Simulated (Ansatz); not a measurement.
Geometry optimisation, UKS B3LYP-D4/STO-3G in Ansatz.

Input:

```yaml
crystal:
  periodic: [false, false, false]
  atoms:
    - { symbol: "N", position_ang: [-0.12714, 0.11829, -0.91546] }
    - { symbol: C, position_ang: [0.2577, -0.23604, 0.24188] }
    - { symbol: O, position_ang: [1.07909, -0.98934, 0.70631] }
    - { symbol: H, position_ang: [-0.85924, 0.7874, -1.07847] }
    - { symbol: H, position_ang: [-0.35041, 0.31968, 1.04575] }
magnetization:
  spin_polarized: true
  initial_magnetization: 1
basis:
  gaussian: { orbitals: STO-3G }
hamiltonian:
  xc: b3lyp
  dispersion: d4
relax:
  f_tol: 0.02
  max_steps: 40
output:
  orbitals: {}
```

Run as:

```bash
$ ansatz run input.yaml --threads 1 --pin off --max-ram 2048MiB --backend cpu --events-out ev --progress --plain --runs-dir out
```

Question: Where does it end, and by what steps?

Answer: The run converged. Limits of this set-up: minimal basis. After 9 steps the energy has fallen by 1.307 eV; N1 moved furthest, 0.17 Å.

```
step  energy less start (eV)  largest force component (eV/Å)  accepted
   0                  0.0000                           5.694       yes
   1                 -0.6315                           2.931       yes
   2                 -0.8903                           2.650       yes
   3                 -1.0521                           1.832       yes
   4                 -1.2161                           2.094       yes
   5                 -1.2314                           1.051       yes
   6                 -1.2873                           0.585       yes
   7                 -1.3056                           0.176       yes
   8                 -1.3066                           0.049       yes
   9                 -1.3067                           0.020       yes
```

```xyz
5
Properties=species:S:1:pos:R:3
N -0.068 0.062 -1.068
C 0.207 -0.190 0.326
O 1.123 -1.032 0.666
H -0.867 0.798 -1.025
H -0.395 0.362 1.101
```

Whether the end is a true minimum wasn't checked by a vibrational analysis.

Run time: 7 s on 1 thread of Intel(R) Xeon(R) 6975P-C (Granite Rapids) (shared host), peak memory 0.14 GiB.
